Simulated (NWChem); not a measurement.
System: NO2, doublet; SMILES [O]N=O

Input file for NWChem:

```
start job
memory heap 200 mb stack 900 mb global 1100 mb
geometry units angstroms noautosym nocenter noautoz
  O     -1.092926     0.000000    -0.138541
  N      0.000000     0.000000     0.313987
  O      1.092926     0.000000    -0.138541
end
basis spherical
  O library def2-svp
  N library def2-svp
end
dft
  odft
  mult 2
  xc pbe0
  iterations 150
end
property
  efieldgrad
end
task dft property
```

Excerpt of the output:

```
             Northwest Computational Chemistry Package (NWChem) 7.3.0
             --------------------------------------------------------

                             Geometry "geometry" -> ""
                             -------------------------

 Output coordinates in angstroms (scale by  1.889725989 to convert to a.u.)

  No.       Tag          Charge          X              Y              Z
 ---- ---------------- ---------- -------------- -------------- --------------
    1 O                    8.0000    -1.09292600     0.00000000    -0.13854100
    2 N                    7.0000     0.00000000     0.00000000     0.31398700
    3 O                    8.0000     1.09292600     0.00000000    -0.13854100

 Effective nuclear repulsion energy (a.u.)      65.5974495332

                              NWChem Property Module
                              ----------------------

  itol2e modified to match energy
  convergence criterion.

                                 NWChem DFT Module
                                 -----------------

 Summary of "ao basis" -> "ao basis" (spherical)
 ------------------------------------------------------------------------------
       Tag                 Description            Shells   Functions and Types
 ---------------- ------------------------------  ------  ---------------------
 O                          def2-svp                 6       14   3s2p1d
 N                          def2-svp                 6       14   3s2p1d

  itol2e modified to match energy
  convergence criterion.

            General Information
            -------------------
          SCF calculation type: DFT
          Wavefunction type:  spin polarized.
          No. of atoms     :     3
          No. of electrons :    23
           Alpha electrons :    12
            Beta electrons :    11
          Charge           :     0
          Spin multiplicity:     2
          Use of symmetry is: off; symmetry adaption is: off
          Maximum number of iterations: 150
          AO basis - number of functions:    42
                     number of shells:    18
          Convergence on energy requested:  1.00D-07
          Convergence on density requested:  1.00D-05
          Convergence on gradient requested:  5.00D-04

              XC Information
              --------------
                         PBE0 Method XC Functional
                     Hartree-Fock (Exact) Exchange  0.250
          PerdewBurkeErnzerhof Exchange Functional  0.750
            Perdew 1991 LDA Correlation Functional  1.000 local
           PerdewBurkeErnz. Correlation Functional  1.000 non-local

             Grid Information
             ----------------
          Grid used for XC integration:  fine
          Radial quadrature: Mura-Knowles
          Angular quadrature: Lebedev.
          Tag              B.-S. Rad. Rad. Pts. Rad. Cut. Ang. Pts.
          ---              ---------- --------- --------- ---------
          O                   0.60       70           7.0       590
          N                   0.65       70           5.0       590
          Grid pruning is: on
          Number of quadrature shells:   210
          Spatial weights used:  Erf1

      Superposition of Atomic Density Guess
      -------------------------------------

 Sum of atomic energies:        -203.62648933

      Non-variational initial energy
      ------------------------------

 Total energy =    -204.565239
 1-e energy   =    -410.135709
 2-e energy   =     139.973020
 HOMO         =      -0.147512
 LUMO         =       0.009154

   convergence    iter        energy       DeltaE   RMS-Dens  Diis-err
 ---------------- ----- ----------------- --------- --------- ---------
 d= 0,ls=0.0,diis     1   -204.5628914790 -2.70D+02  1.80D-02  3.69D-01
                                                     1.77D-02  3.48D-01
 d= 0,ls=0.0,diis     2   -204.3323749647  2.31D-01  1.11D-02  1.04D+00
                                                     1.15D-02  1.05D+00
 d= 0,ls=0.0,diis     3   -204.7049772055 -3.73D-01  1.38D-03  8.80D-03
                                                     1.41D-03  9.37D-03
 d= 0,ls=0.0,diis     4   -204.7080434803 -3.07D-03  5.14D-04  6.59D-04
                                                     2.62D-04  4.90D-04
 d= 0,ls=0.0,diis     5   -204.7082624439 -2.19D-04  4.13D-05  1.95D-06
                                                     6.02D-05  5.54D-06
  Resetting Diis
 d= 0,ls=0.0,diis     6   -204.7082650055 -2.56D-06  2.28D-05  3.30D-07
                                                     1.40D-05  1.30D-07
 d= 0,ls=0.0,diis     7   -204.7082652202 -2.15D-07  2.35D-06  9.78D-09
                                                     2.65D-06  9.59D-09
 d= 0,ls=0.0,diis     8   -204.7082652336 -1.34D-08  1.54D-06  3.04D-09
                                                     9.14D-07  1.54D-09

         Total DFT energy =     -204.708265233600
      One electron energy =     -409.648450492065
           Coulomb energy =      163.077028699036
    Exchange-Corr. energy =      -23.734292973758
 Nuclear repulsion energy =       65.597449533187

 Numeric. integr. density =       22.999999974310

                    DFT Final Alpha Molecular Orbital Analysis
                    ------------------------------------------

 Vector   10  Occ=1.000000D+00  E=-4.011152D-01
              MO Center= -9.3D-07, -2.7D-10, -8.0D-02, r^2= 1.8D+00
   Bfn.  Coefficient  Atom+Function         Bfn.  Coefficient  Atom+Function
  ----- ------------  ---------------      ----- ------------  ---------------
     6      0.399683  1 O  pz                34     -0.399682  3 O  pz
     4     -0.284911  1 O  px                32     -0.284911  3 O  px
     9      0.251548  1 O  pz                37     -0.251547  3 O  pz
     7     -0.210960  1 O  px                35     -0.210960  3 O  px
    21     -0.100159  2 N  px                18     -0.056614  2 N  px

 Vector   11  Occ=1.000000D+00  E=-3.934749D-01
              MO Center=  7.7D-07,  7.5D-10, -1.2D-01, r^2= 1.7D+00
   Bfn.  Coefficient  Atom+Function         Bfn.  Coefficient  Atom+Function
  ----- ------------  ---------------      ----- ------------  ---------------
     5      0.475002  1 O  py                33     -0.475002  3 O  py
     8      0.335974  1 O  py                36     -0.335974  3 O  py
    24     -0.053061  2 N  d -2

[...]

          -----------------------
          Electric field gradient
          -----------------------

 1 a.u. = 0.324123 10**(16) esu/cm**3  ( or statvolts/cm**2 ) = 0.97174 10**(22) v/m**2

 ------------------------------------------------------------
   Atom      X         Y         Z
 ------------------------------------------------------------
    1 O   -2.06533   0.00000  -0.26180
 ------------------------------------------------------------

 Electric field gradient in molecular frame (a.u.)
         XX             YY             ZZ             XY             XZ             YZ
 ------------------------------------------------------------------------------------------
       -0.812253      -0.039066       0.851319      -0.000000      -1.189854       0.000000

 Principal components (a.u.) and orientation
 of principal axis w.r.t. absolute frame                      Asymmetry parameter eta
 --------------------------------------------------------------------------------------
        1.471297      -1.432231      -0.039066                       0.946896

       -0.462089       0.886834       0.000000
        0.000000       0.000000       1.000000
        0.886834       0.462089      -0.000000

 ------------------------------------------------------------
   Atom      X         Y         Z
 ------------------------------------------------------------
    2 N    0.00000   0.00000   0.59335
 ------------------------------------------------------------

 Electric field gradient in molecular frame (a.u.)
         XX             YY             ZZ             XY             XZ             YZ
 ------------------------------------------------------------------------------------------
       -0.206972      -0.539992       0.746963      -0.000000      -0.000000       0.000000

 Principal components (a.u.) and orientation
 of principal axis w.r.t. absolute frame                      Asymmetry parameter eta
 --------------------------------------------------------------------------------------
        0.746963      -0.539992      -0.206972                       0.445832

       -0.000000       0.000000       1.000000
        0.000000       1.000000      -0.000000
        1.000000      -0.000000       0.000000

 ------------------------------------------------------------
   Atom      X         Y         Z
 ------------------------------------------------------------
    3 O    2.06533   0.00000  -0.26180
 ------------------------------------------------------------

 Electric field gradient in molecular frame (a.u.)
         XX             YY             ZZ             XY             XZ             YZ
 ------------------------------------------------------------------------------------------
       -0.812248      -0.039071       0.851319      -0.000000       1.189852       0.000000

 Principal components (a.u.) and orientation
 of principal axis w.r.t. absolute frame                      Asymmetry parameter eta
 --------------------------------------------------------------------------------------
        1.471296      -1.432226      -0.039071                       0.946889

        0.462089       0.886834      -0.000000
        0.000000       0.000000       1.000000
        0.886834      -0.462089      -0.000000
```

Level: PBE0/def2-SVP, spin-unrestricted. In the optimisation the excess spin sits in a1 (C2v, its own frame). Structure relaxed at the PBE0/def2-SVP, spin-unrestricted level. No stability test was run on the SCF state. NWChem prints the field gradient with the sign opposite to the second derivative of the potential.
